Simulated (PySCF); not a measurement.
**How methods differ on the ionisation energy of Ne**

Ne [Ne] (1S) → Ne⁺ [He] 2s2 2p5 (2P), as a difference of total energies. Calculation: PySCF 2.14, in aug-cc-pCVTZ-DK with one added diffuse shell each of s, p, d, f type (8s7p5d3f, 75 functions); the spin-free X2C one-electron Hamiltonian (Gaussian nucleus). Correlated levels: valence: 1s2 frozen. The calculations carry no spin-orbit coupling.

| method | ionisation energy (eV) |
| --- | --- |
| UHF | 19.665 |
| MP2 (valence) | 21.652 |
| SCS-MP2 (valence) | 21.504 |
| CCSD (valence) | 21.374 |
| CCSD(T) (valence) | 21.446 |

A first-order spin-orbit estimate (lowest level to lowest level, LS coupling) adds -0.032 eV.

Errors of the correlated levels include the incompleteness of this basis and the frozen core.

Problem. Which method comes closest to the reference value, and which is furthest?

Solution. The reference is 21.565 eV (measured; NIST Atomic Spectra Database, ionization energies). Closest: MP2 (valence) (error 0.055 eV); furthest: UHF (error -1.933 eV), both after the spin-orbit estimate.
